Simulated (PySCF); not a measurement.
# C4H5Cl (1-chlorobutadiene): the cost of one run

Programs: PySCF 2.14.0, with routines of our own; each step states its level. All values are computed. Atoms count from 0.

## Step 1: The system as given

10 atoms, charge 0, multiplicity 1; geometry from: GFN2-xTB.

## Step 2: Optimising the geometry at PBE0-D3(BJ)/def2-TZVP

Job settings and geometry (Å):

```
{"job": {"xc": "PBE0", "basis": "def2-TZVP", "d3": "d3bj", "grid": 2, "kind": "geom"}, "charge": 0, "multiplicity": 1}
C     -1.405914    -1.212169     0.315708
C     -0.229470    -0.745065    -0.090742
C      0.180820     0.629014     0.079737
C      1.362048     1.081615    -0.334047
Cl     1.858316     2.712128    -0.136978
H     -1.689703    -2.240924     0.177543
H     -2.126454    -0.575527     0.801900
H      0.481379    -1.399569    -0.577018
H     -0.518621     1.294964     0.564955
H      2.096482     0.460187    -0.823585
```

On the command line:

```bash
$ OMP_NUM_THREADS=1 python excited_run.py task.json out
```

One launch serves the whole session: the jobs run in the order shown.

**Question.** How long does this first job take on 1 thread of Intel Xeon Platinum 8488C, shared host, and how much memory does it need?

About 36 s, with a peak of 0.8 GiB.
